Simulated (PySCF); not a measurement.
**Cl: ionisation energy**

Cl [Ne] 3s2 3p5 (2P) → Cl⁺ [Ne] 3s2 3p4 (3P), as a difference of total energies. All numbers are calculated (PySCF 2.14, the spin-free X2C one-electron Hamiltonian (Gaussian nucleus), in x2c-QZVPPall with one added diffuse shell each of s, p, d, f type (10s7p5d3f1g, 86 functions)). Correlated levels: valence: [Ne] frozen. The calculations carry no spin-orbit coupling.

```json
{"method": "UHF", "ionisation energy (eV)": "11.746"}
{"method": "MP2 (valence)", "ionisation energy (eV)": "12.836"}
{"method": "SCS-MP2 (valence)", "ionisation energy (eV)": "12.851"}
{"method": "CCSD (valence)", "ionisation energy (eV)": "12.807"}
{"method": "CCSD(T) (valence)", "ionisation energy (eV)": "12.863"}
```

Task: How much does correlation contribute at CCSD(T) (valence)?

Result: 12.863 − (11.746) = 1.117 eV, measured against UHF.

Errors of the correlated levels include the incompleteness of this basis and the frozen core.

For comparison: 12.974 eV (measured; NIST levels, between the centres of gravity of the two terms).
